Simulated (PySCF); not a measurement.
# Core-level binding energies of `F[C@@H]1C[C@@H]1S`

C3H5FS.
Z-matrix (Å and degrees, GFN2-xTB geometry), rows numbered from 1:
```
F 
C   1  1.3628
C   2  1.4964  1  117.57
C   2  1.4954  1  118.69  3   -69.50
S   4  1.8011  2  121.78  3  -109.97
H   2  1.0830  1  109.95  3   145.53
H   3  1.0798  2  116.57  4   107.50
H   3  1.0785  2  118.91  4  -109.06
H   4  1.0808  2  117.98  3   108.96
H   5  1.3300  4   95.83  2    14.51
```

Computed with delta-SCF UKS SCAN, pcX-2 on the ionised atom, pcseg-1 elsewhere, spin-free X2C (PySCF). Each binding energy is the total energy of the core-ionised species, with the hole localised on one atom, minus that of the ground state; both are solved self-consistently, so orbital relaxation is included.

Give the core binding energies atom by atom.

```
atom(s)                 environment  level  binding energy (eV)  above the level's lowest (eV)  count
     C3  three-membered-ring carbon   C 1s               291.05                           0.00      1
     C4  sp3 carbon bound to sulfur   C 1s               291.71                          +0.66      1
     C2              sp3 C–F carbon   C 1s               293.30                          +2.25      1
     F1              alkyl fluorine   F 1s               692.88                           0.00      1
     S5                thiol sulfur   S 1s              2477.45                           0.00      1
```

Lowest listed C 1s: C3, bonded to 2 C and 2 H. Highest, 2.25 eV above it: C2, bonded to F, 2 C and H. The widest gap between neighbouring values is 1.59 eV, between 291.71 and 293.30 eV.

Which photon wavelength matches the F 1s of F1 threshold?

λ = hc/E = 12398.42 eV Å / 692.88 eV = 17.894 Å.

Not every level is listed. One conformer (not necessarily the lowest) at the GFN2-xTB geometry, without solvent, vibrations or thermal averaging.

Hardware: one thread of an Arm Neoverse V2 (shared host). Cost: 34 s.
